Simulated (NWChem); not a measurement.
System: C$_{3}$H$_{7}$Cl; SMILES CCCCl

The following NWChem deck was run.

```
start job
memory heap 200 mb stack 900 mb global 1100 mb
geometry units angstroms noautoz
  C     -0.790821    -1.749335     0.142086
  C      0.510567    -1.147553    -0.360846
  C      0.893354     0.158830     0.303890
  Cl    -0.295859     1.463295    -0.020850
  H     -0.741161    -1.967507     1.221125
  H     -1.020912    -2.690102    -0.379535
  H     -1.629248    -1.055917    -0.020928
  H      0.461419    -0.988387    -1.450955
  H      1.345484    -1.850507    -0.189361
  H      0.950452     0.054851     1.397497
  H      1.862200     0.526322    -0.060731
end
basis spherical
  * library def2-tzvpd
end
dft
  xc xcamb88 1.00 lyp 0.81 vwn_5 0.19 hfexch 1.00
  cam 0.33 cam_alpha 0.19 cam_beta 0.46
  iterations 150
  semidirect filesize 400000000
  mulliken
end
task dft energy
```

Excerpt of the output:

```
             Northwest Computational Chemistry Package (NWChem) 7.3.0
             --------------------------------------------------------

 C1  symmetry detected

                             Geometry "geometry" -> ""
                             -------------------------

 Output coordinates in angstroms (scale by  1.889725989 to convert to a.u.)

  No.       Tag          Charge          X              Y              Z
 ---- ---------------- ---------- -------------- -------------- --------------
    1 C                    6.0000    -0.78295523    -1.76165818     0.14213345
    2 C                    6.0000     0.52156074    -1.16209890    -0.35531970
    3 C                    6.0000     0.89264294     0.15475773     0.29523621
    4 Cl                  17.0000    -0.29766491     1.45021277    -0.06011719
    5 H                    1.0000    -0.74398174    -1.96469636     1.22455983
    6 H                    1.0000    -1.00416439    -2.71039346    -0.36878803
    7 H                    1.0000    -1.62205332    -1.07365703    -0.03933483
    8 H                    1.0000     0.48342558    -1.01821194    -1.44799039
    9 H                    1.0000     1.35709287    -1.85953082    -0.16528650
   10 H                    1.0000     0.93849514     0.06612981     1.39072275
   11 H                    1.0000     1.86399859     0.52073878    -0.06419040

 Effective nuclear repulsion energy (a.u.)     162.6948465483

                                 NWChem DFT Module
                                 -----------------

 Summary of "ao basis" -> "ao basis" (spherical)
 ------------------------------------------------------------------------------
       Tag                 Description            Shells   Functions and Types
 ---------------- ------------------------------  ------  ---------------------
 C                         def2-tzvpd               13       37   6s3p3d1f
 Cl                        def2-tzvpd               16       46   6s6p3d1f
 H                         def2-tzvpd                5        9   3s2p

            General Information
            -------------------
          SCF calculation type: DFT
          Wavefunction type:  closed shell.
          No. of atoms     :    11
          No. of electrons :    42
           Alpha electrons :    21
            Beta electrons :    21
          Charge           :     0
          Spin multiplicity:     1
          Use of symmetry is: off; symmetry adaption is: off
          Maximum number of iterations: 150
          AO basis - number of functions:   220
                     number of shells:    90
          Convergence on energy requested:  1.00D-06
          Convergence on density requested:  1.00D-05
          Convergence on gradient requested:  5.00D-04

              XC Information
              --------------
                     Hartree-Fock (Exact) Exchange  1.000
                   CAM-Becke88 Exchange Functional  1.000
                      VWN V Correlation Functional  0.190 local
              Lee-Yang-Parr Correlation Functional  0.810

           Range-Separation Parameters
           ---------------------------
           Alpha           :  0.19
           Beta            :  0.46
           Gamma           :  0.33
           Short-Range HF  :     F

             Grid Information
             ----------------
          Grid used for XC integration:  medium
          Radial quadrature: Mura-Knowles
          Angular quadrature: Lebedev.
          Tag              B.-S. Rad. Rad. Pts. Rad. Cut. Ang. Pts.
          ---              ---------- --------- --------- ---------
          C                   0.70       49          13.0       434
          Cl                  1.00       88          13.0       590
          H                   0.35       45          14.0       434
          Grid pruning is: on
          Number of quadrature shells:   550
          Spatial weights used:  Erf1

      Superposition of Atomic Density Guess
      -------------------------------------

 Sum of atomic energies:        -575.99056347

      Non-variational initial energy
      ------------------------------

 Total energy =    -578.302688
 1-e energy   =   -1112.607182
 2-e energy   =     371.609647
 HOMO         =      -0.371062
 LUMO         =       0.036844

     ---------------------------------------------
      Total Density - Mulliken Population Analysis
     ---------------------------------------------

    Atom       Charge   Shell Charges
 -----------   ------   -------------------------------------------------------
    1 C    6     6.78   0.86  1.12  0.55  0.67  0.12 -0.00  1.27  1.40  0.70  0.01  0.04  0.04  0.00
    2 C    6     6.15   0.86  1.12  0.54  0.68  0.04  0.00  1.22  1.34  0.29  0.02  0.08 -0.05  0.01
    3 C    6     6.01   0.86  1.12  0.53  0.68 -0.02  0.01  1.08  1.25  0.39  0.02  0.09 -0.02  0.01
    4 Cl  17    17.44   2.01  0.45  1.52  1.10  0.89  0.03  4.19  1.69  1.11  2.88  1.50  0.03  0.01  0.03  0.01  0.00
    5 H    1     0.78   0.24  0.45  0.05  0.02  0.02
    6 H    1     0.79   0.24  0.45  0.06  0.02  0.03
    7 H    1     0.78   0.24  0.45  0.05  0.02  0.02
    8 H    1     0.85   0.24  0.46  0.12  0.02  0.01
    9 H    1     0.85   0.24  0.45  0.13  0.02  0.00
   10 H    1     0.79   0.25  0.45  0.05  0.02  0.02
   11 H    1     0.79   0.25  0.46  0.05  0.02  0.02

   convergence    iter        energy       DeltaE   RMS-Dens  Diis-err
 ---------------- ----- ----------------- --------- --------- ---------
 d= 0,ls=0.0,diis     1   -578.6825844298 -7.41D+02  8.31D-03  9.51D-01
 d= 0,ls=0.0,diis     2   -578.7194494152 -3.69D-02  2.08D-03  1.58D-01
 d= 0,ls=0.0,diis     3   -578.7285661802 -9.12D-03  8.41D-04  7.68D-02
 d= 0,ls=0.0,diis     4   -578.7376883673 -9.12D-03  1.43D-04  2.12D-04
 d= 0,ls=0.0,diis     5   -578.7377123901 -2.40D-05  4.15D-05  4.01D-05
  Resetting Diis
 d= 0,ls=0.0,diis     6   -578.7377174929 -5.10D-06  1.11D-05  3.03D-06
 d= 0,ls=0.0,diis     7   -578.7377179035 -4.11D-07  8.96D-06  7.40D-08

         Total DFT energy =     -578.737717903487
      One electron energy =    -1116.790220905004
           Coulomb energy =      422.451756348178
    Exchange-Corr. energy =      -47.094099894975
 Nuclear repulsion energy =      162.694846548314

 Numeric. integr. density =       41.999983928376

                       DFT Final Molecular Orbital Analysis
                       ------------------------------------

 Vector   19  Occ=2.000000D+00  E=-4.079246D-01
              MO Center=  3.5D-02, -1.1D+00, -1.0D-01, r^2= 3.2D+00
   Bfn.  Coefficient  Atom+Function         Bfn.  Coefficient  Atom+Function
  ----- ------------  ---------------      ----- ------------  ---------------
    52      0.230584   2 C  pz               15     -0.183203   1 C  pz
    79     -0.179543   3 C  s               195      0.179415   9 H  s
    14      0.166664   1 C  py               50      0.158420   2 C  px
   186     -0.157268   8 H  s                46      0.154663   2 C  pz
   177      0.146336   7 H  s               128     -0.135616   4 Cl py

 Vector   20  Occ=2.000000D+00  E=-3.602101D-01
              MO Center= -1.3D-01,  1.1D+00, -3.5D-02, r^2= 2.1D+00
   Bfn.  Coefficient  Atom+Function         Bfn.  Coefficient  Atom+Function
  ----- ------------  ---------------      ----- ------------  ---------------
   128      0.315230   4 Cl py              129      0.301005   4 Cl pz
   127      0.242356   4 Cl px              131      0.212998   4 Cl py
   132      0.204944   4 Cl pz               42     -0.169792   2 C  s
   130      0.166688   4 Cl px              125      0.155082   4 Cl py
   126      0.148268   4 Cl pz              119     -0.124057   4 Cl py

 Vector   21  Occ=2.000000D+00  E=-3.575433D-01
              MO Center= -7.6D-02,  1.2D+00,  1.1D-02, r^2= 2.0D+00
   Bfn.  Coefficient  Atom+Function         Bfn.  Coefficient  Atom+Function
  ----- ------------  ---------------      ----- ------------  ---------------
   129      0.380646   4 Cl pz              127     -0.288499   4 Cl px
   132      0.260422   4 Cl pz              130     -0.195757   4 Cl px
   126      0.187334   4 Cl pz              120     -0.149606   4 Cl pz
   128     -0.143558   4 Cl py              124     -0.141919   4 Cl px
    89     -0.134121   3 C  pz              213      0.121354  11 H  s

 Vector   22  Occ=0.000000D+00  E= 3.136421D-02
              MO Center=  1.1D+00, -6.7D-01,  2.5D-01, r^2= 1.2D+01
   Bfn.  Coefficient  Atom+Function         Bfn.  Coefficient  Atom+Function
  ----- ------------  ---------------      ----- ------------  ---------------
    42      4.260613   2 C  s                 5      3.886472   1 C  s
   196     -3.409399   9 H  s                79      2.903919   3 C  s
   214     -2.370879  11 H  s                80      2.176706   3 C  s
   205     -1.968578  10 H  s               169     -1.954762   6 H  s
   160     -1.775920   5 H  s               187     -1.594972   8 H  s

 Vector   23  Occ=0.000000D+00  E= 4.199668D-02
              MO Center= -9.4D-01,  1.3D+00, -1.9D-01, r^2= 1.2D+01
   Bfn.  Coefficient  Atom+Function         Bfn.  Coefficient  Atom+Function
  ----- ------------  ---------------      ----- ------------  ---------------
     6      2.005204   1 C  s               214      1.949294  11 H  s
   187     -1.536793   8 H  s               169     -1.414927   6 H  s
   196      1.365735   9 H  s                43     -1.275460   2 C  s
   117     -1.196474   4 Cl s                52     -0.942387   2 C  pz
    80      0.944030   3 C  s                79      0.925887   3 C  s

[...]
```

Level: CAM-B3LYP/def2-TZVPD. Geometry: optimised at PBE0/def2-SVP.
